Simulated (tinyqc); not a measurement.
Inside a calculation. Method: UHF in the sto-3g basis, for H2O, spin multiplicity 1. One step of it, computed by the program tinyqc.

Problem. Iteration 2: diagonalisation and new density. Diagonalise F' = X^T F X, C = X C', fill 5 alpha and 5 beta electrons from the bottom; D(s) = C_occ C_occ^T. Each column has its largest component positive (the first on a tie).

extrapolated F(alpha) (hartree):
```
             1O 1s      1O 2s     1O 2px     1O 2py     1O 2pz      2H 1s      3H 1s
1O 1s   -20.245783  -5.165421   0.000000   0.000000  -0.029669  -1.202615  -1.202615
1O 2s    -5.165421  -2.458373   0.000000   0.000000  -0.142915  -1.038584  -1.038584
1O 2px    0.000000   0.000000  -0.319894   0.193507   0.000000  -0.031998   0.031998
1O 2py    0.000000   0.000000   0.193507  -0.369139   0.000000  -0.383506   0.383506
1O 2pz   -0.029669  -0.142915   0.000000   0.000000  -0.380439  -0.407455  -0.407455
2H 1s    -1.202615  -1.038584  -0.031998  -0.383506  -0.407455  -0.589574  -0.428695
3H 1s    -1.202615  -1.038584   0.031998   0.383506  -0.407455  -0.428695  -0.589574
```

extrapolated F(beta) (hartree):
```
             1O 1s      1O 2s     1O 2px     1O 2py     1O 2pz      2H 1s      3H 1s
1O 1s   -20.245783  -5.165421   0.000000   0.000000  -0.029669  -1.202615  -1.202615
1O 2s    -5.165421  -2.458373   0.000000   0.000000  -0.142915  -1.038584  -1.038584
1O 2px    0.000000   0.000000  -0.319894  -0.193507   0.000000   0.031998  -0.031998
1O 2py    0.000000   0.000000  -0.193507  -0.369139   0.000000  -0.383506   0.383506
1O 2pz   -0.029669  -0.142915   0.000000   0.000000  -0.380439  -0.407455  -0.407455
2H 1s    -1.202615  -1.038584   0.031998  -0.383506  -0.407455  -0.589574  -0.428695
3H 1s    -1.202615  -1.038584  -0.031998   0.383506  -0.407455  -0.428695  -0.589574
```

X:
```
                1          2          3         4          5          6         7
1O 1s   -0.302072   0.000000   0.757651  0.000000  -0.620262   0.000000  0.143402
1O 2s    1.182723   0.000000  -0.313334  0.000000  -0.316654   0.000000  0.408565
1O 2px   0.000000   0.000000   0.000000  1.000000   0.000000   0.000000  0.000000
1O 2py   0.000000   0.905927   0.000000  0.000000   0.000000   0.710388  0.000000
1O 2pz   0.583916   0.000000   0.647129  0.000000   0.628578   0.000000  0.202823
2H 1s   -0.743559  -0.888025  -0.149001  0.000000   0.120963   0.362354  0.375446
3H 1s   -0.743559   0.888025  -0.149001  0.000000   0.120963  -0.362354  0.375446
```

Give: F' = X^T F X; orbital energies; coefficients C; F' = X^T F X; orbital energies; coefficients C; D(alpha) after iteration 2; D(beta) after iteration 2.

Solution.

F' = X^T F X (alpha) (hartree):
```
         1       2        3        4        5        6        7
1   0.2426  0.0000   1.5589   0.0000  -1.0816   0.0000   0.0871
2   0.0000  0.6774   0.0000   0.2321   0.0000   0.0981   0.0000
3   1.5589  0.0000  -9.0800   0.0000   8.9935   0.0000  -3.6592
4   0.0000  0.2321   0.0000  -0.3199   0.0000   0.1143   0.0000
5  -1.0816  0.0000   8.9935   0.0000  -9.7686   0.0000   3.9453
6   0.0000  0.0981   0.0000   0.1143   0.0000  -0.6234   0.0000
7   0.0871  0.0000  -3.6592   0.0000   3.9453   0.0000  -2.7805
```

orbital energies (alpha) (hartree): MO1 -20.2546, MO2 -1.2883, MO3 -0.6619, MO4 -0.4843, MO5 -0.3434, MO6 0.6407, MO7 0.7395

coefficients C (alpha):
```
            MO1      MO2      MO3      MO4      MO5      MO6      MO7
1O 1s    0.9941  -0.2312   0.0000   0.1093   0.0000  -0.1299   0.0000
1O 2s    0.0265   0.8265   0.0000  -0.5610   0.0000   0.8750   0.0000
1O 2px   0.0000   0.0000  -0.3067   0.0000   0.9255   0.0000   0.2223
1O 2py   0.0000   0.0000   0.6611   0.0000  -0.0073   0.0000   0.9425
1O 2pz   0.0046   0.1484   0.0000   0.7603   0.0000   0.7719   0.0000
2H 1s   -0.0060   0.1591   0.3595   0.2764   0.3186  -0.7931  -0.8302
3H 1s   -0.0060   0.1591  -0.3595   0.2764  -0.3186  -0.7931   0.8302
```

F' = X^T F X (beta) (hartree):
```
         1        2        3        4        5        6        7
1   0.2426   0.0000   1.5589   0.0000  -1.0816   0.0000   0.0871
2   0.0000   0.6774   0.0000  -0.2321   0.0000   0.0981   0.0000
3   1.5589   0.0000  -9.0800   0.0000   8.9935   0.0000  -3.6592
4   0.0000  -0.2321   0.0000  -0.3199   0.0000  -0.1143   0.0000
5  -1.0816   0.0000   8.9935   0.0000  -9.7686   0.0000   3.9453
6   0.0000   0.0981   0.0000  -0.1143   0.0000  -0.6234   0.0000
7   0.0871   0.0000  -3.6592   0.0000   3.9453   0.0000  -2.7805
```

orbital energies (beta) (hartree): MO1 -20.2546, MO2 -1.2883, MO3 -0.6619, MO4 -0.4843, MO5 -0.3434, MO6 0.6407, MO7 0.7395

coefficients C (beta):
```
            MO1      MO2      MO3      MO4      MO5      MO6      MO7
1O 1s    0.9941  -0.2312   0.0000   0.1093   0.0000  -0.1299   0.0000
1O 2s    0.0265   0.8265   0.0000  -0.5610   0.0000   0.8750   0.0000
1O 2px   0.0000   0.0000   0.3067   0.0000   0.9255   0.0000  -0.2223
1O 2py   0.0000   0.0000   0.6611   0.0000   0.0073   0.0000   0.9425
1O 2pz   0.0046   0.1484   0.0000   0.7603   0.0000   0.7719   0.0000
2H 1s   -0.0060   0.1591   0.3595   0.2764  -0.3186  -0.7931  -0.8302
3H 1s   -0.0060   0.1591  -0.3595   0.2764   0.3186  -0.7931   0.8302
```

D(alpha) after iteration 2:
```
          1O 1s    1O 2s   1O 2px   1O 2py   1O 2pz    2H 1s    3H 1s
1O 1s    1.0537  -0.2260   0.0000   0.0000   0.0534  -0.0125  -0.0125
1O 2s   -0.2260   0.9986   0.0000   0.0000  -0.3037  -0.0237  -0.0237
1O 2px   0.0000   0.0000   0.9506  -0.2095   0.0000   0.1845  -0.1845
1O 2py   0.0000   0.0000  -0.2095   0.4371   0.0000   0.2353  -0.2353
1O 2pz   0.0534  -0.3037   0.0000   0.0000   0.6002   0.2337   0.2337
2H 1s   -0.0125  -0.0237   0.1845   0.2353   0.2337   0.3325  -0.1290
3H 1s   -0.0125  -0.0237  -0.1845  -0.2353   0.2337  -0.1290   0.3325
```

D(beta) after iteration 2:
```
          1O 1s    1O 2s   1O 2px   1O 2py   1O 2pz    2H 1s    3H 1s
1O 1s    1.0537  -0.2260   0.0000   0.0000   0.0534  -0.0125  -0.0125
1O 2s   -0.2260   0.9986   0.0000   0.0000  -0.3037  -0.0237  -0.0237
1O 2px   0.0000   0.0000   0.9506   0.2095   0.0000  -0.1845   0.1845
1O 2py   0.0000   0.0000   0.2095   0.4371   0.0000   0.2353  -0.2353
1O 2pz   0.0534  -0.3037   0.0000   0.0000   0.6002   0.2337   0.2337
2H 1s   -0.0125  -0.0237  -0.1845   0.2353   0.2337   0.3325  -0.1290
3H 1s   -0.0125  -0.0237   0.1845  -0.2353   0.2337  -0.1290   0.3325
```
